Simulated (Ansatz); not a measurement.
## One arrangement of a pair

The pair of HCl (SMILES Cl, atoms 1–2) and SiH4O (SMILES [SiH3]O, atoms 3–8), both closed shells, in one local arrangement (a lower one may exist), relaxed at PBE0-D4/def2-TZVP:

```
8
angstrom
Cl 0.1286 0.2981 -2.7222
H 1.0238 -0.0286 -1.8616
Si 0.0587 0.0250 1.0527
O -1.2654 -0.5616 0.2798
H 0.0044 1.4989 1.2436
H 0.1266 -0.6597 2.3626
H 1.3078 -0.2719 0.2820
H -1.3846 -0.3001 -0.6369
```

Program: Ansatz 0.2.0. Basis: def2-TZVPPD, with def2-QZVPPD for the basis limit. Cores are frozen in the correlated methods. B3LYP uses VWN-RPA correlation. Extrapolation: Hartree–Fock as exp(−7.88 √X), correlation as X^−2.97. Interaction energies count from these two fragments, frozen as in the pair, with the counterpoise correction; negative means bound.

Question: What is the interaction energy by CCSD(T) at an estimated basis limit (MP2 extrapolated from triple and quadruple zeta, plus CCSD(T) − MP2 in triple zeta)? (To be estimated.)

Answer: Computed: -2.68 kcal/mol. Hartree–Fock alone gives 0.23 kcal/mol at the basis limit, so without correlation the pair would not bind at this distance. It counts from the two fragments frozen as in the pair.

The same quantity by other methods in triple zeta, and each one's difference from that estimate:
| method | E_int (kcal/mol) | difference |
| --- | --- | --- |
| PBE-D4 | -3.33 | -0.65 |
| revPBE-D4 | -2.86 | -0.18 |
| BLYP-D4 | -2.89 | -0.21 |
| r2SCAN-D4 | -3.00 | -0.32 |
| B97M-V | -3.06 | -0.38 |
| PBE0-D4 | -2.98 | -0.29 |
| B3LYP-D4 | -2.86 | -0.18 |
| HSE06-D4 | -2.97 | -0.29 |
| wB97X-V | -2.60 | 0.08 |
| wB97M-V | -2.70 | -0.02 |
| B2PLYP | -1.61 | 1.07 |
| HF | 0.28 | 2.96 |
| MP2 | -2.29 | 0.39 |
| CCSD | -1.72 | 0.96 |
| CCSD(T) | -2.13 | 0.56 |
Differences are method less estimate.

Question: Which atoms make the shortest contact between the fragments?

Answer: H2 and H7, 2.18 Å apart.

Basis-set superposition shift (counterpoise-corrected less uncorrected): CCSD(T) 0.52; MP2 0.50; HF 0.07; PBE0-D4 0.08; wB97M-V 0.07 kcal/mol.

The T1 diagnostic stays at or below 0.012.

For scale, one of the runs: CCSD(T)/def2-TZVPPD, 224 basis functions, launched by `ansatz run in.yaml --threads 4 --pin off --events-out ev --progress --plain --max-ram 9574MiB`. The run took 55 s on 4 CPU threads of an Arm Neoverse V1 (shared host), with 3.4 GiB of host memory at its peak.
